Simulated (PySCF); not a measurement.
Gas-phase reaction: 4 BH₂F ⇌ B₂H₆ + H₂ + 2 BF₂

Method: PySCF energies plus ideal-gas RRHO corrections (1 bar). † marks an energy on the PBE0/def2-TZVP geometry and frequencies; other levels use their own. 6-31G* has spherical d functions here. Open shells (unrestricted): BF₂ (multiplicity 2); the rest are closed-shell singlets. B3LYP is the form with VWN-RPA correlation. BH₂F: computed as isolated molecules; such fragments, hydroxides, amides, oligomers or adducts are transient or little studied in the gas.

| level | ΔH°(298 K), kJ |
|---|---|
| B3LYP/6-31G* | ___ |
| HF/6-31G* | 306 |
| HF/def2-TZVP† | ___ |
| PBE0/def2-TZVP | ___ |
| LDA/def2-TZVP† | 205 |
| ωB97X-V/def2-TZVP† | 288 |

Problem. Complete the blanks.

Solution. 
- B3LYP/6-31G*, ΔH°(298 K), kJ: 308
- HF/def2-TZVP†, ΔH°(298 K), kJ: 283
- PBE0/def2-TZVP, ΔH°(298 K), kJ: 237
